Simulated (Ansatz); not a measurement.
# AlClH2: the cost of one run

All numbers are computed with Ansatz 0.2.0 through its Python package. Level of theory: r2SCAN0/def2-SVP.

### 1 The structure

Bond lengths: Al1–Cl2 2.165 Å, Al1–H3 1.635 Å, Al1–H4 1.649 Å. Angles: Cl2–Al1–H3 122.5°, Cl2–Al1–H4 118.7°, H3–Al1–H4 118.8°.

The script holds or builds the structure itself.

### 2 The script

Contents of tae_alclh2.py:

```python
# -*- coding: utf-8 -*-
'''Atomisation energy of AlClH2 at the given geometry.'''

from collections import Counter

import ansatz as az


def single_point(molecule, charge=0, unpaired=0):
    calc = (
        molecule.calculation()
        .basis(gaussian='def2-SVP')
        .functional('R2SCAN0')
        .scf(lower_state_search='off')
    )
    if charge:
        calc = calc.charge(charge)
    if unpaired:
        calc = calc.spin('collinear', total=unpaired)
    report = calc.run().report
    if report['published_state_doubts']:
        print('  doubts:', report['published_state_doubts'])
    return report['free_energy_ev']


def main():
    geometry_ang = [
        ('Al', (-0.0689, -0.0312, -0.0982)),
        ('Cl', (1.3496, -0.1346, 1.5335)),
        ('H', (-1.4048, -0.9724, -0.1624)),
        ('H', (0.1797, 1.0779, -1.2932)),
    ]
    molecule = az.Crystal.molecule()
    for symbol, xyz in geometry_ang:
        molecule = molecule.atom(symbol, xyz)

    # unpaired electrons of the ground-state atoms
    unpaired = {'Al': 1, 'Cl': 1, 'H': 1}
    counts = Counter(site.symbol for site in molecule.cartesian_sites)
    atom_energy = {s: single_point(az.Crystal.molecule().atom(s, (0, 0, 0)), 0, unpaired[s]) for s in counts}
    whole = single_point(molecule, 0, 0)
    for s, e in atom_energy.items():
        print(f'{s:2s} x{counts[s]}  {e:14.5f} eV')
    print(f'AlClH2: {whole:.5f} eV')
    split = sum(counts[s] * e for s, e in atom_energy.items()) - whole
    print(f'atomisation energy (no zero-point term): {96.485332 * split:.1f} kJ/mol, {split / sum(counts.values()):.3f} eV an atom')


if __name__ == '__main__':
    main()
```

### 3 The calls as engine input

The package turns the script's settings into the engine's input (first run):

```yaml
crystal:
  periodic: [false, false, false]
  atoms:
    - { symbol: Al, position_ang: [0.0, 0.0, 0.0] }
basis:
  gaussian:
    orbitals: def2-SVP
hamiltonian:
  xc: r2scan0
magnetization:
  spin_polarized: true
  initial_magnetization: 1.0
scf:
  lower_state_search: "off"
```

### 4 Running it

Started as:

```sh
$ python tae_alclh2.py
```

What time and memory should one allow on 1 thread of Arm Neoverse V1, shared host?

About 3.2 s, with a peak of 0.14 GiB.
